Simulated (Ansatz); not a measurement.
# C₆H₆: one species, many methods

How much do the methods differ for C₆H₆? The plan is to run it at one geometry with functionals of several rungs and with coupled cluster. The yardstick is the atomisation energy at the CCSD(T) limit.

The runs use Ansatz 0.2.0, Gaussian basis; functionals in def2-TZVPP, the program's frozen cores in correlated methods.

Levels to be run: LDA (SPW92), PBE-D4, revPBE-D4, BLYP-D4, r2SCAN-D4, B97M-V, PBE0-D4, B3LYP-D4, r2SCANh-D4, r2SCAN0-D4, HSE06-D4, BHLYP-D4, CAM-B3LYP-D4, LC-ωPBE, ωB97X-V, ωB97M-V, B2PLYP, PBE-QIDH; CCSD(T)/def2-SVP; CCSD(T)/def2-TZVPP; MP2/def2-QZVPP; extrapolation to the limit; RPA on PBE.

## 1. Structure used throughout

An earlier PBE0-D4 in a triple-zeta def2 set relaxation fixed the geometry.

SMILES `C=C1C=CC1=C`, 12 atoms, charge 0, spin multiplicity 1.

Atoms are counted from 1 here; the program's logs count them from 0.

Bond lengths: C1–C2 1.325 Å, C1–H7 1.084 Å, C1–H8 1.083 Å, C2–C3 1.474 Å, C2–C5 1.504 Å, C3–C4 1.355 Å, C3–H9 1.082 Å, C4–C5 1.474 Å, C4–H10 1.082 Å, C5–C6 1.325 Å, C6–H11 1.084 Å, C6–H12 1.083 Å. Angles: C2–C1–H7 121.4°, C2–C1–H8 121.0°, H7–C1–H8 117.6°, C1–C2–C3 137.2°, C1–C2–C5 135.7°, C3–C2–C5 87.1°, C2–C3–C4 92.9°, C2–C3–H9 133.2°, C4–C3–H9 133.9°, C3–C4–C5 92.9°, C3–C4–H10 133.9°, C5–C4–H10 133.2°, C2–C5–C4 87.1°, C2–C5–C6 135.7°, C4–C5–C6 137.2°, C5–C6–H11 121.4°, C5–C6–H12 121.0°, H11–C6–H12 117.6°.

## 2. LDA

This LDA is Slater exchange with PW92 correlation.

Contents of in.yaml:

```yaml
crystal:
  periodic: [false, false, false]
  atoms:
    - {symbol: C, position_ang: [0.267835, -1.893166, 0.378437]}
    - {symbol: C, position_ang: [0.381535, -0.575317, 0.299569]}
    - {symbol: C, position_ang: [1.324233, 0.458180, 0.763373]}
    - {symbol: C, position_ang: [0.604345, 1.462179, 0.207528]}
    - {symbol: C, position_ang: [-0.417560, 0.539366, -0.317855]}
    - {symbol: C, position_ang: [-1.538880, 0.627502, -1.018386]}
    - {symbol: H, position_ang: [1.004658, -2.492726, 0.899653]}
    - {symbol: H, position_ang: [-0.568449, -2.409144, -0.077858]}
    - {symbol: H, position_ang: [2.243357, 0.420868, 1.333046]}
    - {symbol: H, position_ang: [0.726410, 2.536305, 0.162138]}
    - {symbol: H, position_ang: [-1.917441, 1.583876, -1.359089]}
    - {symbol: H, position_ang: [-2.110052, -0.257925, -1.270545]}
basis:
  gaussian: {orbitals: def2-TZVPP}
hamiltonian: {xc: lda}
output: {orbitals: {seedname: orbitals}}
```

Started as:

```sh
ansatz run in.yaml --threads 4 --pin off --events-out ev --progress --plain --max-ram 10444MiB
```

After this run come: PBE-D4 (GGA); revPBE-D4 (GGA); BLYP-D4 (GGA); r2SCAN-D4 (meta-GGA); B97M-V (meta-GGA); B3LYP-D4 (hybrid); r2SCANh-D4 (hybrid); r2SCAN0-D4 (hybrid); HSE06-D4 (hybrid); BHLYP-D4 (hybrid); CAM-B3LYP-D4 (range-separated); LC-ωPBE (range-separated); ωB97X-V (range-separated); ωB97M-V (range-separated); B2PLYP (double hybrid); PBE-QIDH (double hybrid); CCSD(T) in def2-SVP; CCSD(T) in def2-TZVPP; MP2 in def2-QZVPP; RPA on PBE orbitals.

**Question.** What will the summary of the whole plan be? Wanted: atomisation energy, CCSD(T)/CBS; farthest beyond LDA; mean size of error, GGA; mean size of error, meta-GGA; mean size of error, hybrid; mean size of error, range-separated; mean size of error, double hybrid; gap, smallest and largest; T1 diagnostic.

**Answer**, as computed:

```
                               quantity                                          value
        atomisation energy, CCSD(T)/CBS                                  5441.3 kJ/mol
 functionals within 27.2 kJ/mol (0.5 %)  r2SCANh-D4, LC-ωPBE, ωB97X-V, ωB97M-V, B2PLYP
                    farthest beyond LDA                         PBE-D4 (+224.5 kJ/mol)
                mean size of error, GGA                                   114.1 kJ/mol
           mean size of error, meta-GGA                                    46.6 kJ/mol
             mean size of error, hybrid                                    75.0 kJ/mol
    mean size of error, range-separated                                    21.4 kJ/mol
      mean size of error, double hybrid                                    29.0 kJ/mol
              gap, smallest and largest      3.80 eV (LDA (SPW92)), 10.54 eV (LC-ωPBE)
                          T1 diagnostic                                         0.0125
triples share of the correlation energy                                          5.0 %
```

The LDA atomisation energy is off by 866.2 kJ/mol (16 %): it overbinds. PBE-D4 misses by +224.5 kJ/mol. Double hybrids carry the basis error of their MP2 part in triple zeta, and no dispersion term here, so their miss is partly the set-up's. By mean error the best rung here is range-separated (21.4 kJ/mol) and the worst beyond LDA is GGA (114.1 kJ/mol). The gap between the best rungs is small, so their order is not settled. Misses under about 27.2 kJ/mol are within the doubt on the reference itself, which lacks core-valence correlation, relativity and higher excitations. Hartree-Fock recovers 74 % of the binding; the rest is correlation. CCSD(T) in def2-SVP is off by -188.5 kJ/mol, more than most functionals: a good method in a small basis is no reference. The gap grows from 3.8 to 10.5 eV across the functionals, mostly with the share of exact exchange. The restricted reference is unstable towards a spin-broken one.
